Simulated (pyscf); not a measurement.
PySCF, gas phase, ωB97X-D3(BJ)/def2-SVP geometries.

**Question.** What is the homolytic dissociation enthalpy (298 K, ωB97M-D3(BJ)/def2-TZVP) of the Cr–N bond of H₂N–Cr(=O)(=O)–Cl (SMILES [NH2][Cr](=[O])(=[O])[Cl]), to NH₂• + [O=Cr(=O)–Cl]•?

**Answer.** Cr–N to NH₂• + [O=Cr(=O)–Cl]•: 61.7 kcal/mol. The 7 functionals that were run give +52.7 (M06-2X) to +77.6 kcal/mol (PBE). The radicals are drawn with the spin at the cut bond; how far it spreads was not checked. Other isomers of [O=Cr(=O)–Cl]• were not searched in full and may lie lower. Open-shell species with a d-block atom are single-reference here; other states, and whether the spin sits on metal or ligand, were not checked.
